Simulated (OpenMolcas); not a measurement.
**OH (SMILES [OH]): the vertical ionisation energy from total energies**

The species is OH (2 atoms), meant as a doublet with charge 0. SMILES: `[OH]`. The shape is that of a PBE0-D4/def2-TZVP optimisation.

```csv
atom,x (Å),y (Å),z (Å)
O,0.4159,-0.1331,0.2145
H,-0.4159,0.1331,-0.2145
```

Both states at this one shape; open shells run unrestricted unless said. 1 Eh = 27.2114 eV.

```tsv
level	program	doublet OH (Eh)	singlet OH+ (Eh)
USVWN5/3-21G	OpenMolcas	-74.732167	-74.152964
UB3LYP/3-21G	OpenMolcas	-75.301640	-74.728588
UB3LYP/6-31G	OpenMolcas	-75.708087	-75.117089
ROCCSD(T)/3-21G, 1 core orbital frozen	OpenMolcas	-75.064186	-74.539958
```

**Question.** Work out the vertical ionisation energy at each level.

**Answer.** 
1. USVWN5/3-21G: -74.152964 − (-74.732167) = 0.579203 Eh = 15.76 eV.
2. UB3LYP/3-21G: -74.728588 − (-75.301640) = 0.573052 Eh = 15.59 eV.
3. UB3LYP/6-31G: -75.117089 − (-75.708087) = 0.590998 Eh = 16.08 eV.
4. ROCCSD(T)/3-21G: -74.539958 − (-75.064186) = 0.524228 Eh = 14.26 eV.

No measured value is set beside it here; the levels span 14.26 to 16.08 eV.
